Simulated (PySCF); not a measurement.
## Bond curve of BS

Set-up: B x2c-SVPall, S x2c-SVPall; spin-free X2C with a Gaussian nucleus (PySCF 2.14). Energies in eV from B + S in their ground configurations at the same level. State: ²Σ⁺ (doublet), unpaired electrons σ ↑.

Curves on a restricted Hartree–Fock reference rise too fast on stretching and do not dissociate correctly.

```csv
R (Å),r²SCAN,BP86,ROHF
1.390,-4.575,-4.446,-2.701
1.454,-5.511,-5.397,-3.601
1.519,-6.042,-5.949,-4.087
1.567,-6.238,-6.164,-4.245
1.616,-6.300,-6.248,-4.264
1.665,-6.257,-6.228,-4.175
1.729,-6.077,-6.079,-3.927
1.810,-5.712,-5.758,-3.477
1.907,-5.155,-5.255,-2.820
2.036,-4.331,-4.504,-1.894
```

Question: Put a parabola through the three lowest points of the r²SCAN curve and estimate Re, k and ωe (reduced mass 8.189 u; 1 eV/Å² = 0.16022 mdyn/Å; ωe = 1302.8·√(k/μ) cm⁻¹).

Answer: Through R = 1.567, 1.616, 1.665 Å the second-order coefficient is 21.9 eV/Å², so Re ≈ 1.620 Å, k ≈ 7.01 mdyn/Å and ωe ≈ 1205 cm⁻¹. A polynomial fit of higher order to the unrounded r²SCAN energies gives Re = 1.618 Å, k = 7.05 mdyn/Å, ωe = 1209 cm⁻¹; anharmonicity and rounding make the difference.

The higher-order fit for each curve: r²SCAN: Re = 1.618 Å, ωe = 1209 cm⁻¹, De = 6.30 eV; BP86: Re = 1.629 Å, ωe = 1167 cm⁻¹, De = 6.25 eV; ROHF: Re = 1.599 Å, ωe = 1292 cm⁻¹, De = 4.27 eV.

The state was picked by a PBE0 search and need not be the measured ground state.
